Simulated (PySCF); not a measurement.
Stepwise substitution at one centre (Si F-H). Gas-phase values, no solvent. Strings in code marks are SMILES.

The four lowest singlet excitations (Tamm–Dancoff). Level of theory: PBE-D3(BJ)/def2-TZVP // PBE0-D3(BJ)/def2-TZVP in PySCF. Excitations are Tamm–Dancoff values on a coarser integration grid. The basis has no diffuse functions, so Rydberg states are missing or too high.

```
state  energy (eV)  wavelength (nm)  oscillator strength
-----  -----------  ---------------  -------------------
S1            7.96              156                0.000
S2            8.26              150                0.014
S3            9.83              126                0.034
S4            9.83              126                0.007
```

Task: Identify which member gives these states.
(A) `F[SiH](F)F`
(B) `F[Si](F)(F)F`
(C) `F[SiH2]F`

Result: C, `F[SiH2]F`
